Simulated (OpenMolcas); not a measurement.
# Exact exchange and the dipole moment of MgO (magnesium oxide)

MgO has 2 atoms, charge 0, and is taken as a singlet. As SMILES, `[O]=[Mg]`. The coordinates come from a PBE0-D4/def2-TZVP relaxation.

The dipole moment y, in D, basis aug-cc-pVTZ; a is the functional's share of exact exchange. Programs: OpenMolcas 26.06.

| functional | program | a | y (D) |
| --- | --- | --- | --- |
| TPSS | OpenMolcas | 0 | 7.20 |
| revPBE | OpenMolcas | 0 | 7.03 |
| B3LYP | OpenMolcas | 0.2 | ? |
| PBE0 | OpenMolcas | 0.25 | 7.67 |
| BHLYP | OpenMolcas | 0.5 | 8.09 |

Problem. Fit y = c + s·a to the known rows and predict B3LYP.

Solution. 
1. Means of the 4 rows: a = 0.1875, y = 7.498.
2. Σ(Δa)² = 0.17188, Σ(Δa·Δy) = 0.33937, so the slope is 0.33937/0.17188 = 1.9745.
3. Intercept: 7.498 − (1.9745) × 0.1875 = 7.128. The largest residual of the fit is 0.098.
4. B3LYP: 7.128 + (1.9745) × 0.2 = 7.52 D.

The run gave 7.45 D, so the prediction is off by +0.07 D, within the scatter of the fit. More exact exchange makes the molecule more polar here. The rows mix families of semi-local functionals, which the line can't see.
